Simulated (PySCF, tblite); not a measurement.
Isomers of C5H12N (doublet state). Method: GFN2-xTB as coded in tblite; computed harmonic values from a numerical Hessian at the method's own geometry, unscaled. Errors from tens to a few hundred cm⁻¹ against measured bands are possible. One conformer each. Open shells enter through the occupations alone, without spin polarisation, and single modes of such species can be off by tens of per cent.

Electronic energies: B3LYP/pcH-1 single points on the GFN2-xTB geometries (PySCF, gas phase).

```csv
SMILES,"electronic energy, lowest = 0 (kcal/mol)"
CC(C)(C)C[NH],9.5
[CH2][C@@H](N)C(C)C,11.0
CC(C)(C)[CH]N,0.0
CC(C)[C@H](C)[NH],9.5
```

Task: How do GFN2-xTB zero-point energies change the relative energies?

Result: 
| SMILES | ZPE (kcal/mol) | of it from modes above 1550 cm⁻¹ | electronic (kcal/mol) | with ZPE, lowest = 0 (kcal/mol) | lowest mode (cm⁻¹) | rings |
| --- | --- | --- | --- | --- | --- | --- |
| CC(C)(C)[CH]N | 100.8 | 53.2 | 0.0 | 0.0 | 53 | 0 |
| CC(C)(C)C[NH] | 99.9 | 51.7 | 9.5 | 8.6 | 97 | 0 |
| CC(C)[C@H](C)[NH] | 100.4 | 51.9 | 9.5 | 9.1 | 74 | 0 |
| [CH2][C@@H](N)C(C)C | 100.0 | 55.2 | 11.0 | 10.2 | 82 | 0 |

The zero-point energies span 0.9 kcal/mol, from `CC(C)(C)C[NH]` to `CC(C)(C)[CH]N`. The order is unchanged.

Task: And how do the electronic energies of GFN2-xTB itself compare?

Result: `CC(C)(C)[CH]N` 0.0; `CC(C)(C)C[NH]` 7.7; `CC(C)[C@H](C)[NH]` 8.6; `[CH2][C@@H](N)C(C)C` 14.0 kcal/mol, lowest = 0. Against the energies above, taken from the same isomer `CC(C)(C)[CH]N`, the largest difference is 3.0 kcal/mol.

Task: What do entropy and thermal enthalpy add at 298.15 K and 1 bar (rigid rotor, harmonic oscillator, one conformer each)?

Result: 
| SMILES | point group | symmetry number | S (cal/(mol K)) | H − H(0) (kcal/mol) | ZPE + H − H(0) − TS (kcal/mol) |
| --- | --- | --- | --- | --- | --- |
| CC(C)(C)[CH]N | C1 | 1 | 88.6 | 5.97 | 80.4 |
| CC(C)(C)C[NH] | Cs | 1 | 88.6 | 5.97 | 79.5 |
| CC(C)[C@H](C)[NH] | C1 | 1 | 88.3 | 5.90 | 79.9 |
| [CH2][C@@H](N)C(C)C | C1 | 1 | 89.5 | 6.11 | 79.4 |

S holds R ln(2S + 1) for the spin.
